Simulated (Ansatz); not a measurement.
Basis-set extrapolation for C4H8O, SMILES `CC1CCO1` (PBE0-D4/def2-TZVP geometry, frozen core, Ansatz). Multiplicity 1, RHF reference.

```json
{"": "HF", "def2-TZVPP": "-231.042988", "def2-QZVPP": "-231.053731"}
{"": "MP2 correlation", "def2-TZVPP": "-0.918014", "def2-QZVPP": "-0.979552"}
{"": "CCSD(T) correlation", "def2-TZVPP": "-0.997780", "def2-QZVPP": "not run"}
```

Energies in hartree. Use E(X) = E(∞) + A·exp(−7.88·√X) for Hartree–Fock and E(X) = E(∞) + B·X^(−2.97) for correlation, with X = 3 and 4, and add CCSD(T) minus MP2 of the smaller set to the MP2 limit.

Question: What is the CCSD(T) energy at the basis-set limit?

Answer: HF limit: -231.053731 + (-0.010743) × 0.13774 = -231.05521. MP2 limit: -0.979552 + (-0.061538) × 0.74074 = -1.02514. Higher-order term: -0.997780 − (-0.918014) = -0.07977. Total: -232.16012 hartree, 313.4 kJ/mol below CCSD(T)/def2-TZVPP.
